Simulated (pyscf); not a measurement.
Thermochemistry of product channels of `[SiH2]=[Se]` + `[FH]` on the singlet surface, in kcal/mol, from ωB97M-D3(BJ)/def2-TZVP energies (ideal gas, 1 atm, RRHO with modes under 100 cm⁻¹ raised to 100, one conformer, R ln 2 for rigid chiral ones). Optimised with ωB97X-D3(BJ)/def2-SVP in PySCF.

```csv
products,ΔE,ΔH(298 K),ΔG(600 K),ΔG(900 K)
`[F][SiH]=[Se]` + `[H][H]`,-30.3,-32.3,-30.4,-29.7
`[F][SiH2][SeH]`,(withheld),-57.4,-39.9,(withheld)
```

Problem. Some entries are withheld; supply them.

Solution. 
- `[F][SiH2][SeH]`, ΔE: -57.9
- `[F][SiH2][SeH]`, ΔG(900 K): -31.3

These are energies of the channels, which say nothing of barriers. Elements up to Kr have no core potential and no relativistic terms here.
